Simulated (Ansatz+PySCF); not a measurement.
**doublet SH: levels of theory in one basis**

| atom | x (Å) | y (Å) | z (Å) |
| --- | --- | --- | --- |
| S | 0.0000 | 0.0000 | -0.0796 |
| H | 0.0000 | 0.0000 | 1.2743 |

Basis set: def2-SVP (spherical functions). Left uncorrelated: 5 orbitals. Correlation on ROHF uses semicanonical orbitals with singles. Charge 0, multiplicity 2.

Computed with Ansatz (development build ahead of 0.2.0); each method stands on the lowest determinant of its kind that the runs found. NEVPT2 correlates all electrons. Active spaces start from the frontier orbitals, and the lowest solution found is given.

```tsv
method	E − E(ROHF) (eV)	<S²> of the determinant
ROHF	0.00	0.75
UHF	-0.11	0.76
ROHF-MP2	-3.12	–
UHF-MP2	-3.11	0.76
ROHF-CCSD	-3.69	–
UHF-CCSD	-3.69	0.76
ROHF-CCSD(T)	-3.75	–
full CI (lowest root of this spin)	-3.76	–
CASSCF(3,3)	-0.45	–
SC-NEVPT2(3,3)	-3.40	–
SC-NEVPT2(7,5)	-3.27	–
```

(1) What does CASSCF(7,5) give on the same scale?

(2) Is a single determinant a sound starting point here?

## Answers

(1) -0.52 eV.

(2) By this sign, yes. Unrestricted orbitals gain 0.11 eV and <S²> is 0.76 against 0.75 for a pure state. The CASSCF(7,5) natural occupations are 2.00, 2.00, 1.98, 1.00, 0.03. The CASSCF(3,3) natural occupations are 1.97, 1.00, 0.03.

Caution for CASSCF(3,3), SC-NEVPT2(3,3): other starts end on other solutions of this active space.
